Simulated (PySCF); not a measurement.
Species: 2-chloroethyl ethyl ether, C4H9ClO.
Geometry (PBE0-D3(BJ)/def2-SVP, Å), atoms numbered from 1 in this order:
```
atom  x, y, z in Å
C1    -1.953    0.315    0.241
C2    -0.931   -0.800    0.354
O3     0.389   -0.388    0.109
C4     0.969    0.379    1.119
C5     2.440    0.511    0.790
Cl6    3.253    1.539    1.996
H7    -2.970   -0.086    0.366
H8    -1.807    1.091    1.008
H9    -1.890    0.796   -0.748
H10   -1.142   -1.580   -0.395
H11   -0.999   -1.282    1.351
H12    0.524    1.389    1.196
H13    0.852   -0.105    2.111
H14    2.930   -0.471    0.790
H15    2.570    0.971   -0.199
```

Computed with PySCF at CAM-B3LYP/def2-SVPD, non-relativistic, on one gas-phase PBE0-D3(BJ)/def2-SVP geometry that isn't relaxed in the solvent. The solvent is an IEF-PCM continuum (cavity from Bondi-type radii × 1.2). The model holds no explicit solvent molecules, cavitation or dispersion.

Gas phase at CAM-B3LYP/def2-SVPD: HOMO -9.21 eV, LUMO 1.27 eV, dipole 2.16 D.

Task: What does the continuum do to the energy, the frontier levels and the dipole at CAM-B3LYP/def2-SVPD in tetrahydrofuran and water?

Result: 
| solvent | ε | E(solvent) − E(gas) (kJ/mol) | polarisation term (kJ/mol) | distortion of the solute (kJ/mol) | HOMO (eV) | LUMO (eV) | dipole (D) |
| --- | --- | --- | --- | --- | --- | --- | --- |
| tetrahydrofuran | 7.426 | -14.44 | -15.91 | 1.47 | -9.08 | 1.39 | 2.57 |
| water | 78.36 | -17.70 | -19.97 | 2.27 | -9.07 | 1.38 | 2.65 |

Polarisation term: ½ Σ q·V over the induced surface charges. Distortion: the rise of the solute's own energy as its density leaves the gas-phase optimum. The atom shares or the degeneracy of the LUMO differ from the gas phase in tetrahydrofuran and water, so that column needn't follow one orbital. From tetrahydrofuran to water the lowering changes by a factor 1.23, Onsager's factor (ε − 1)/(2ε + 1) by 1.21 and ε itself by 10.6.

Task: Which radius a makes the point-dipole formula ΔE = −[(ε − 1)/(2ε + 1)]·μ²/a³ give the value in water, with the gas-phase dipole?

Result: μ = 0.850 au and |ΔE| = 0.00674 Eh give a = 1.98 Å; the farthest nucleus lies 3.65 Å from the centroid of the nuclei, so such a sphere wouldn't even hold the nuclei. The formula assumes a rigid point dipole at the centre of a sphere.

Task: Give the dipole vector in the frame of the coordinates (D, pointing from negative to positive charge), gas and water.

Result: Gas (-1.95, -0.86, -0.33), solvent (-2.40, -1.08, -0.27). Its length changes by +23 % and its direction by 3°.

Task: How does the static polarisability (CAM-B3LYP/def2-SVPD, frozen core, with the continuum's full static response) change?

Result: 
| medium | isotropic (au) | principal values (au) | ⟨r²⟩ of the electrons (bohr²) |
| --- | --- | --- | --- |
| gas | 70.0 | 60.7, 63.7, 85.7 | 1198.3 |
| tetrahydrofuran | 87.2 | 78.8, 81.8, 100.9 | 1198.5 |
| water | 92.3 | 85.0, 87.4, 104.6 | 1198.6 |

The isotropic value in water is 1.32 times the gas-phase one; no cavity-field correction is applied. ⟨r²⟩ is taken about the centre of nuclear charge.
